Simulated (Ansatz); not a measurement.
Species: C3H9N, SMILES `CN(C)C` (charge 0, multiplicity 1), formula C3H9N.

Question: How many basis functions does frozen-core CCSD(T)/def2-TZVPP // PBE0-D4/def2-SVP in Ansatz (a program for electronic structure) use, how many core orbitals are frozen, and how many electrons are correlated?

Answer: 250 basis functions and 4 frozen orbitals, which leaves 26 correlated electrons. Core time is of the order of minutes.
